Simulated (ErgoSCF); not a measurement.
# NOF (nitrosyl fluoride): SVWN5/def2-TZVPP

Aim: the vertical ionisation energy of NOF (nitrosyl fluoride) at SVWN5/def2-TZVPP, from 2 runs. 

Program for the calculation: ErgoSCF 3.8.

8 further runs of the same task are left out: 2 that didn't finish, 6 set aside as unsound or not needed.

## (1) The molecule

The species is NOF (3 atoms), meant as a singlet with charge 0. As SMILES, `O=NF`. The shape is that of a PBE0-D4/def2-TZVP optimisation.

Bond lengths: O1–N2 1.127 Å, N2–F3 1.483 Å. Angles: O1–N2–F3 110.4°.

## (2) A single-point energy at SVWN5/def2-TZVPP

Contents of input.ego:

```
set_nthreads(1)
molecule_inline
O      1.64094368     0.45914676     0.95382036
N      0.28143691    -0.91186844     0.05652171
F     -1.92239949     0.45274058    -1.01034207
EOF
scf.max_number_of_iterations = 120
scf.output_mulliken_pop = 1
basis = "def2-TZVPP"
XC.sparse_mode = 0
tmpdir = "."
XC.angint = 41
scf.use_diagonalization = 1
XC.radint = 1e-11
scf.convergence_threshold = 1e-06
run "SVWN5"
```

The basis set def2-TZVPP is read from a file made from the Basis Set Exchange's data (not shown).

Command:

```bash
$ ergo input.ego
```

Log, shortened:

```text
[...]
INSC SCF_general constructor, number of basis functions: 93
[...]
INSC Energy   1 =        -62.73062906187
[...]
INDE E_LUMO =         -0.17551159662
[...]
INSC Energy  38 =       -228.24006401425  ( diff     -0.000000000002728 )
[...]
RESC CONVERGED after  38 iterations.
RESC FINAL ENERGY:       -228.24006401425
[...]
INSC SCF: dipole_moment_x [atomic units] =       0.43095463
INSC SCF: dipole_moment_y [atomic units] =      -0.10410185
INSC SCF: dipole_moment_z [atomic units] =       0.22621250
[...]
```

Run time: 76 s. Hardware: 1 thread of Arm Neoverse V1, shared host.

## (3) The doublet cation

Contents of ergo.in:

```
set_nthreads(1)
scf.use_diagonalization = 1
scf.max_number_of_iterations = 120
scf.convergence_threshold = 1e-06
spin_polarization = 1
XC.angint = 41
XC.sparse_mode = 0
tmpdir = "."
basis = "def2-TZVPP"
scf.output_mulliken_pop = 1
XC.radint = 1e-11
charge = 1
molecule_inline Angstrom
O        0.868350       0.242970       0.504740
N        0.148930      -0.482540       0.029910
F       -1.017290       0.239580      -0.534650
EOF
run "SVWN5"
```

The basis set def2-TZVPP is read from a file made from the Basis Set Exchange's data (not shown).

Command:

```bash
$ ergo < ergo.in
```

Log, shortened:

```text
[...]
INSC SCF_general constructor, number of basis functions: 93
[...]
INSC Energy   1 =        -62.63509437082
[...]
INDE E_LUMO =         -0.66360281208
[...]
INSC Energy  50 =       -227.75689229758  ( diff     -0.000000000014722 )
[...]
RESC CONVERGED after  50 iterations.
RESC FINAL ENERGY:       -227.75689229758
RESC FINAL <S2> =          0.75225565613
[...]
INSC SCF: dipole_moment_x [atomic units] =       0.41959781
INSC SCF: dipole_moment_y [atomic units] =      -0.21431440
INSC SCF: dipole_moment_z [atomic units] =       0.20804526
[...]
```

It took 1.8 min on 1 thread of Arm Neoverse V1, shared host.

## (4) Results

Level: SVWN5/def2-TZVPP.

```
                                          quantity          value
                         singlet NOF: total energy  -228.24006 Eh
                        singlet NOF: dipole moment         1.27 D
                      doublet cation: total energy  -227.75689 Eh
                              doublet cation: ⟨S²⟩          0.752
vertical ionisation energy (to the doublet cation)      13.148 eV
```

What this shows: Removing an electron at fixed nuclei costs 13.15 eV (303 kcal/mol). Mulliken charges (singlet NOF) run from -0.18 on F3 to +0.15 on N2. Mulliken charges (doublet cation) run from +0.14 on F3 to +0.53 on N2.
